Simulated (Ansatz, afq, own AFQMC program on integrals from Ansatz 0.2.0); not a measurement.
**Where AFQMC and coupled cluster stand for BGeH, triplet**

```xyz
3

Ge    0.0000    0.0000    1.6897
B     0.0000    0.0000   -0.2506
H     0.0000    0.0000   -1.4391
```

Connectivity, by distances: Ge–BH.

Basis cc-pVDZ. Noble-gas cores (and the filled d shells of Ga–Kr and In–Xe) are frozen. AFQMC by an in-house program on the Cholesky factors that Ansatz 0.2.0 writes for its CCSD(T) run. The CISD trial takes its coefficients from CCSD amplitudes. Released means that phaseless walkers are propagated on without the constraint, phases kept. Free projection: walkers drawn from exp(T), propagated without any constraint. Its projection time is finite, and what remains of the start isn't in its error. Error bars are statistical, one sigma. No spin–orbit coupling.

Determinant: UHF, the one that the program's search chose, which needn't be the lowest solution. The geometry is a point of a scan.

No full CI on the walks' own integrals is used here; CCSDT(Q) serves as the reference and is uncertain by about the last step of the cluster series.

Cautions: no relativity below Rb; no spin-orbit coupling; inner d shell frozen; lower spins were not checked.

- T1 diagnostic: 0.0163
- weight of the determinant in the CISD state: 0.890
- ⟨S²⟩ of the determinant: 2.016
- size of the correlated space: 8 electrons in 31 orbitals

Reference: CCSDT(Q), correlation energy -4.375 eV. The released energy is read at 2.40 1/Eh (meV from the phaseless value at times in 1/Eh: -14 ± 9 at 0.24, -38 ± 12 at 0.51, -42 ± 10 at 0.99, -40 ± 10 at 1.62, -46 ± 10 at 2.40).

| level | E − E(reference) (mEh) | share of correlation (%) |
| --- | --- | --- |
| HF | 160.79 | 0.00 |
| MP2 | 36.96 | 77.02 |
| CCSD | 7.30 | 95.46 |
| CCSD(T) | 1.67 | 98.96 |
| CCSDT | 0.36 | 99.78 |
| ph-AFQMC/HF | 2.82 ± 2.07 | 98.25 |
| ph-AFQMC/CISD | 1.89 ± 0.33 | 98.82 |
| released AFQMC | 0.19 ± 0.38 | 99.88 |
| free AFQMC | -0.53 ± 0.52 | 100.33 |

Free projections are given only where their last times agree within the noise and don't stop above the reference; a slow remainder of the start can still hide under it. A walk keeps the symmetry of its determinant, which the program's search chose and which needn't be the lowest solution, so a lower state of the same spin and another symmetry isn't excluded. Released energies are given only where the last usable release times agree within the noise; a slower fall can still hide under it.
